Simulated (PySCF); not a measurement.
FH, SMILES F.

Geometry optimised at B3LYP-D3(BJ)/def2-TZVPD.

Vertical ionisation energy (IE) and electron affinity (EA) in eV. Rows of orbital energies are one-electron estimates. Where ΔSCF, EOM or ADC give a negative EA the extra electron is unbound and the value depends on the basis.

| level | IE | EA |
|---|---|---|
| −ε(HOMO), −ε(LUMO), CAM-B3LYP/def2-TZVPD (PySCF) | 13.48 | -0.85 |
| −ε(HOMO), −ε(LUMO), PBE/def2-TZVPD (PySCF) | 9.63 | 0.57 |
| EOM-CCSD/aug-cc-pVDZ (PySCF) | [?] | [?] |
| ADC(2)/aug-cc-pVDZ (PySCF) | 14.37 | -0.83 |

Problem. Complete the blanks. (An estimate is asked for; the answer gives what the named calculation found.)

Solution. 
- EOM-CCSD/aug-cc-pVDZ (PySCF), IE: 15.81
- EOM-CCSD/aug-cc-pVDZ (PySCF), EA: -0.82

Computed lowest 1s main lines (those of the lightest heavy element) from CVS-ADC(2)-x/aug-cc-pVDZ (PySCF, non-relativistic), with pole strengths:
695.3 eV (1.61).

Problem. Beyond the first one, list the lowest photoelectron lines from ADC(2)/aug-cc-pVDZ (PySCF 2.14.0) with their pole strengths (two spins summed). (Estimate from the structure and the level; the computed values follow.)

Solution. 18.62 eV (1.80).
